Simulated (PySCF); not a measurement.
**Sulfur: highly charged ions in a basis for the neutral atom**

S¹²⁺ [He] 2s2, S¹³⁺ [He] 2s1. All numbers are calculated (PySCF 2.14, the non-relativistic Hamiltonian (point nucleus), in def2-SVP (4s3p1d, 18 functions)). No spin-orbit coupling, so a gap to NIST mixes the basis error with missing relativistic terms.

Changed run: basis of the neutral atom used for a highly charged ion. This setting is unsound on purpose.

```tsv
species	method	sound run (hartree)	changed run (hartree)	converged
S¹²⁺	UHF	not run	-294.96720	yes
S¹²⁺	TPSS	not run	-295.13053	yes
S¹²⁺	LDA	not run	-293.80366	yes
S¹³⁺	UHF	not run	-271.47869	yes
S¹³⁺	TPSS	not run	-271.56423	yes
S¹³⁺	LDA	not run	-270.28979	yes
```

Ionisation energy of S¹²⁺:

```json
{"method": "UHF", "changed run (eV)": "639.16", "NIST (eV)": "651.96 ± 0.12"}
{"method": "TPSS", "changed run (eV)": "641.27", "NIST (eV)": "651.96 ± 0.12"}
{"method": "LDA", "changed run (eV)": "639.84", "NIST (eV)": "651.96 ± 0.12"}
```

The contracted functions were made for the neutral atom and can be too rigid for a highly charged ion.
